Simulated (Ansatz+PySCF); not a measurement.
The numbers below are computed, except where a source is named.
**Several solutions for triplet NH2F in separate pieces**

```
atom    x (Å)   y (Å)    z (Å)
   N   0.0000  0.0000  -0.4711
   H   0.0000  0.0000   3.2974
   H  30.0000  0.0000  -0.8282
   F  30.0000  0.0000   0.0920
```

Basis set: 6-31G (spherical functions). Charge 0, multiplicity 3.

UHF was run from several starts with Ansatz (development build ahead of 0.2.0) and PySCF 2.14.0.

| run | program | start | converged | energy (hartree) | <S²> |
| --- | --- | --- | --- | --- | --- |
| A | PySCF | program defaults | yes | -154.86672 | 3.00 |
| B | Ansatz | stability test followed | yes | -154.86671 | 3.00 |
| C | Ansatz | search for the lowest state | yes | -154.86671 | 3.00 |
| D | PySCF | guess minao, instabilities followed | yes | -154.86672 | 3.00 |
| E | PySCF | guess atom, instabilities followed | yes | -154.86672 | 3.00 |
| F | Ansatz | atomic start, no search | yes | -154.86671 | 3.00 |
| G | PySCF | guess huckel, instabilities followed | yes | -154.86672 | 3.00 |
| H | PySCF | guess 1e, instabilities followed | yes | -154.79347 | 3.00 |

Task: Which runs reached the lowest solution of this kind, and what is wrong with the others?

Result: A, B, C, D, E, F, G reached the lowest solution found. Converged but too high: H by 1.99 eV. Convergence only shows a stationary point, and even a stable one can lie too high; stability tests and further starts are what find lower ones. Caution: the unrestricted determinant is a mixture of spin states.
